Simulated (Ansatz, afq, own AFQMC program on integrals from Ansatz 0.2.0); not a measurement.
## Atomization energy of SiH$_{2}$O, singlet

```xyz
4

Si    0.0000   -0.1186    0.6062
O     0.0000    0.1621   -1.0273
H     0.0000    1.3666    0.9807
H     0.0000   -0.6354   -1.5633
```

Connectivity, by distances: SiH–OH.

Atoms in their ground-state spins without spin–orbit coupling (mostly on UHF) minus the molecule (RHF), without zero-point energy. The geometry is a stationary point, not shown to be a minimum.

Basis cc-pVDZ. Only valence electrons are correlated. AFQMC by an in-house program on the Cholesky factors that Ansatz 0.2.0 writes for its CCSD(T) run. ph-AFQMC/CISD is guided by a CISD state made of CCSD amplitudes; releasing the constraint for a short imaginary time cuts its bias at the price of noise, slowly where states lie close. Free projection: walkers drawn from exp(T), propagated without any constraint. Its projection time is finite, and what remains of the start isn't in its error. Uncertainties: one standard error, sampling alone. The errors of all members are added in quadrature.

No full CI on the walks' own integrals is used here; CCSDTQ serves as the reference and is uncertain by about the last step of the cluster series. Each member takes its own surest rung, up to full CI.

The best estimate is CCSD(T) at the basis-set limit (CBS: def2-TZVPP and def2-QZVPP, with their diffuse functions for anions and beside diffuse sets, CCSD(T) itself extrapolated) plus the step from CCSD(T) to CCSDTQ in cc-pVDZ. Rows without CBS are in cc-pVDZ, the functionals in def2-TZVP; B2PLYP and the wave-function rows carry a basis error of their own. Core correlation and relativity beyond core potentials are missing, and ± holds the sampling alone.

Cautions: SiH₂O (singlet): restricted determinant unstable towards unrestricted (UHF 6 meV lower, ⟨S²⟩ 0.11), the released energies move by 1.5 errors or more from one time to the next, so no released level is given (meV from the phaseless value at times in 1/Eh: -6 ± 5 at 0.24, -8 ± 4 at 0.51, -8 ± 4 at 0.99, -6 ± 5 at 1.62, -15 ± 5 at 2.40).

```
level  atomization energy (kJ/mol)
  PBE                       1271.4
B3LYP                       1257.1
 PBE0                       1233.8
```

Question: From these cheaper values, estimate the atomization energy at the level of the best estimate.

Answer: 1281.2 kJ/mol (best estimate, highest rung CCSDTQ).

```csv
level,atomization energy (kJ/mol),error against the best estimate (kJ/mol)
HF,798.0,-483.1
MP2,1134.0,-147.2
CCSD,1106.5,-174.6
CCSD(T),1121.0,-160.2
CCSDT,1121.3,-159.8
CCSDT(Q),1123.3,-157.9
ph-AFQMC/CISD,1123.0 ± 0.5,-158.1 ± 0.5
free AFQMC,1122.9 ± 0.5,-158.3 ± 0.5
HF/CBS,866.4,-414.8
MP2/CBS,1299.4,18.2
CCSD(T)/CBS,1279.1,-2.0
r2SCAN,1253.0,-28.2
wB97M-V,1278.7,-2.5
B2PLYP,1247.4,-33.8
surest rungs in cc-pVDZ,1123.0,-158.2
```

Correlation beyond CCSD(T) adds 2.0 kJ/mol. Going to the basis-set limit adds 158.2 kJ/mol at CCSD(T). The perturbative (T) step is worth +14.4 kJ/mol. The functionals spread over 44.9 kJ/mol; wB97M-V comes nearest and PBE0 is 47.4 kJ/mol too low.

Best estimates are given only where the step beyond CCSD(T) is under 0.3 eV and no member's determinant is very poor (T1 over 0.05, or 0.07 for open shells, ⟨S²⟩ too high by 0.3, two states mixed), so the hardest cases are missing from such tables.

The functionals ran in a triple-zeta set and keep a basis error of their own, a few kJ/mol for each bond in atomization energies and more for double hybrids, so close places among them and the extrapolated levels can swap.

CCSDT and higher add their correlation energy to the determinant of the CCSD(T) run, since their own runs factorise the integrals more tightly (a shift of under 2 meV). Free projections are given only where their last times agree within the noise and don't stop above the reference; a slow remainder of the start can still hide under it. Each member of a difference takes its own highest rung, so a best estimate needn't equal the limit plus the step of one row. A walk keeps the symmetry of its determinant, which the program's search chose and which needn't be the lowest solution, so a lower state of the same spin and another symmetry isn't excluded.
